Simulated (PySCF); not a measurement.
# FOS: the cost of one run

Programs: PySCF 2.14.0, with density-fitted response routines of our own. Each step states its level of theory. These are calculated values for one molecule in the gas phase, unless marked as measured. Atoms are numbered from 0 throughout.

## 1. The molecule as given

3 atoms, charge 0, multiplicity 2; geometry from: GFN2-xTB.

Bonds of the start (Å): O0–S1 1.44, S1–F2 1.68.

## 2. Geometry optimisation at PBE0-D3(BJ)/def2-TZVP

The job: settings as JSON, then the geometry in Å.

```
{"job": {"xc": "PBE0", "basis": "def2-TZVP", "d3": "d3bj", "grid": 2, "kind": "geom"}, "charge": 0, "multiplicity": 2}
O     -1.236190    -0.451090    -0.002320
S     -0.138230     0.476920    -0.003280
F      1.274350    -0.425050     0.007500
```

Q: Estimate the wall time of this first job on 2 threads of Intel Xeon at 2.50GHz (Skylake/Cascade Lake), shared host.

About 48 s.
